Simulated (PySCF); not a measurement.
# CH2F (SMILES [CH2]F) at UM06-2X/STO-3G

Aim: the energy change on altering one bond length of CH2F at UM06-2X/STO-3G, from 2 runs. 

Program for the calculation: PySCF 2.14.0.

11 further runs of the same task are left out: 3 that didn't finish, 8 set aside as unsound or not needed.

## Step 1: The system as given

CH2F has 4 atoms, charge 0, and is taken as a doublet. As SMILES, `[CH2]F`. Geometry: relaxed at PBE0-D4/def2-TZVP.

Bond lengths: C1–F2 1.331 Å, C1–H3 1.082 Å, C1–H4 1.082 Å. Angles: F2–C1–H3 115.1°, F2–C1–H4 115.1°, H3–C1–H4 124.6°.

## Step 2: The energy at UM06-2X/STO-3G

start.xyz reads:

```xyz
4
CH2F
C     -0.030100    -0.057600    -0.131100
F      0.950000     0.694000     0.364600
H     -0.946900     0.472300    -0.352500
H      0.027000    -1.108700     0.119000
```

job.py reads:

```python
from pyscf import gto, dft

molecule = gto.M(
    atom='start.xyz',
    spin=1,
    max_memory=1860,
    basis='sto-3g',
    verbose=4,
)

mf = dft.UKS(molecule, xc='m06-2x')
mf.conv_tol = 1e-10
mf.grids.level = 5
mf.kernel()
if not mf.converged:
    mf = mf.newton().run(mf.mo_coeff, mf.mo_occ)

e_tot = mf.e_tot
print('Final energy', e_tot)
```

Launch:

```sh
$ OMP_NUM_THREADS=1 python job.py
```

The program printed:

```text
PySCF version 2.14.0

[INPUT] num. atoms = 4
[INPUT] num. electrons = 17
[INPUT] charge = 0
[INPUT] spin (= nelec alpha-beta = 2S) = 1
[INPUT] symmetry False subgroup None
[INPUT] Mole.unit = angstrom
[INPUT] Symbol           X                Y                Z      unit          X                Y                Z       unit  Magmom
[INPUT]  1 C     -0.030100000000  -0.057600000000  -0.131100000000 AA   -0.056880756349  -0.108848224775  -0.247743094930 Bohr   0.0
[INPUT]  2 F      0.950000000000   0.694000000000   0.364600000000 AA    1.795239818337   1.311469930448   0.688994145016 Bohr   0.0
[INPUT]  3 H     -0.946900000000   0.472300000000  -0.352500000000 AA   -1.789381667351   0.892517648632  -0.666128458909 Bohr   0.0
[INPUT]  4 H      0.027000000000  -1.108700000000   0.119000000000 AA    0.051022605363  -2.095139354305   0.224877408823 Bohr   0.0

nuclear repulsion = 32.2861446542475
number of shells = 8
number of NR pGTOs = 36
number of NR cGTOs = 12
basis = sto-3g
ecp = {}

******** <class 'pyscf.dft.uks.UKS'> ********
method = UKS
initial guess = minao
damping factor = 0
level_shift factor = 0
DIIS = <class 'pyscf.scf.diis.CDIIS'>
diis_start_cycle = 1
diis_space = 8
diis_damp = 0
SCF conv_tol = 1e-10
SCF conv_tol_grad = None
SCF max_cycles = 50
direct_scf = True
direct_scf_tol = 1e-13
number electrons alpha = 9  beta = 8
XC library pyscf.dft.libxc version 7.0.0
    S. Lehtola, C. Steigemann, M. J.T. Oliveira, and M. A.L. Marques.,  SoftwareX 7, 1–5 (2018)
XC functionals = m06-2x
    Y. Zhao and D. G. Truhlar.,  Theor. Chem. Acc. 120, 215 (2008)
    Y. Zhao and D. G. Truhlar.,  Theor. Chem. Acc. 120, 215 (2008)
radial grids:
    Treutler-Ahlrichs [JCP 102, 346 (1995); DOI:10.1063/1.469408] (M4) radial grids

becke partition: Becke, JCP 88, 2547 (1988); DOI:10.1063/1.454033
pruning grids: <function nwchem_prune>
grids dens level: 5
symmetrized grids: False
atomic radii adjust function: <function treutler_atomic_radii_adjust>
small_rho_cutoff = 0
Set gradient conv threshold to 1e-05
tot grids = 133936
init E= -137.184019801304
[... the frontier-level lines of each cycle are left out ...]


cycle= 1 E= -137.092668365694  delta_E= 0.0914  |g|= 0.215  |ddm|=  1.7
cycle= 2 E= -137.114165766226  delta_E= -0.0215  |g|= 0.17  |ddm|= 0.524
cycle= 3 E= -137.131890106202  delta_E= -0.0177  |g|= 0.0108  |ddm|= 0.208
cycle= 4 E= -137.132031632281  delta_E= -0.000142  |g|= 0.0032  |ddm|= 0.0239
cycle= 5 E= -137.132046790883  delta_E= -1.52e-05  |g|= 0.00105  |ddm|= 0.00774
cycle= 6 E= -137.132048713502  delta_E= -1.92e-06  |g|= 0.000198  |ddm|= 0.00328
cycle= 7 E= -137.132048787585  delta_E= -7.41e-08  |g|= 5.08e-05  |ddm|= 0.000619
cycle= 8 E= -137.132048793945  delta_E= -6.36e-09  |g|= 1.03e-05  |ddm|= 0.000197
cycle= 9 E= -137.132048794164  delta_E= -2.18e-10  |g|= 1.05e-06  |ddm|= 3.95e-05
cycle= 10 E= -137.132048794166  delta_E= -2.39e-12  |g|= 1.86e-07  |ddm|= 4.32e-06
Extra cycle  E= -137.132048794166  delta_E= -1.71e-13  |g|= 7.98e-08  |ddm|= 5.61e-07
converged SCF energy = -137.132048794166  <S^2> = 0.75326925  2S+1 = 2.0032666
Final energy -137.1320487941664
```

It took 4.2 s on 1 thread of Arm Neoverse V1, shared host; peak memory 0.18 GiB.

## Step 3: The distorted shape at the same level

geometry.xyz reads:

```xyz
4
CH2F
C     -0.041518     0.152578    -0.181110
F      0.938582     0.904178     0.314590
H     -0.958318     0.682478    -0.402510
H      0.027000    -1.108700     0.119000
```

calc.py reads:

```python
from pyscf import gto, dft

system = gto.M(
    atom='geometry.xyz',
    max_memory=1860,
    verbose=3,
    spin=1,
    basis='sto-3g',
)

ks = dft.UKS(system)
ks.xc = 'm06-2x'
ks.grids.level = 5
ks.conv_tol = 1e-10
ks.kernel()
if not ks.converged:
    ks = ks.newton().run(ks.mo_coeff, ks.mo_occ)

e_tot = ks.e_tot
print('E = %.10f Eh' % e_tot)
```

Launch:

```sh
$ OMP_NUM_THREADS=1 python calc.py
```

The program printed:

```text
WARN: HOMO -0.0494066305915292 >= LUMO -0.0494066305915293

converged SCF energy = -137.110118228677  <S^2> = 0.7546807  2S+1 = 2.0046752
E = -137.1101182287 Eh
```

Wall time 3.9 s (1 thread of Arm Neoverse V1, shared host); peak memory 0.18 GiB.

## Step 4: Results

At UM06-2X/STO-3G:

```
                                                         quantity          value
                                        first shape: total energy  -137.13205 Eh
                                       first shape: dipole moment         0.52 D
                  first shape: HOMO energy (highest over α and β)       -4.68 eV
                   first shape: LUMO energy (lowest over α and β)        3.66 eV
                                                first shape: ⟨S²⟩          0.753
                                    distorted shape: total energy  -137.11012 Eh
                                   distorted shape: dipole moment         0.51 D
              distorted shape: HOMO energy (highest over α and β)       -4.56 eV
               distorted shape: LUMO energy (lowest over α and β)        3.79 eV
                                            distorted shape: ⟨S²⟩          0.755
energy change with the C1–H4 bond stretched from 1.082 to 1.298 Å       0.597 eV
```

What this shows: With the C1–H4 bond stretched from 1.082 to 1.298 Å the energy rises by 0.60 eV (57.6 kJ/mol). The first shape isn't relaxed at this level, so the change isn't measured from a minimum. The minimal basis adds a large error of its own. Mulliken charges (first shape) run from -0.07 on C1 to +0.07 on H3; they depend strongly on the basis. Mulliken charges (distorted shape) run from -0.07 on F2 to +0.07 on H3.
